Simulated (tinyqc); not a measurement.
Worked calculation: geometry optimisation on the RHF/sto-3g surface (energies and gradients from PySCF), for OH-, spin multiplicity 1. The basis has no diffuse functions, so it cannot describe the extra electron: this is an exercise in the method, not the real anion. One step of it, computed by the program tinyqc.

Question. Step 1: move. Steepest descent, p = -g / 0.3; steps longer than 0.5 bohr are cut back (factor 0.346 here).

positions at the start (bohr):
```
           x         y         z
1O  0.000000  0.000000  0.000000
2H  0.000000  0.000000  1.600598
```

gradient (hartree/bohr):
```
             x           y            z
1O  0.00000000  0.00000000   0.30669293
2H  0.00000000  0.00000000  -0.30669293
```

Give: positions after step 1.

Answer.

positions after step 1 (bohr):
```
         x       y        z
1O  0.0000  0.0000  -0.3536
2H  0.0000  0.0000   1.9542
```
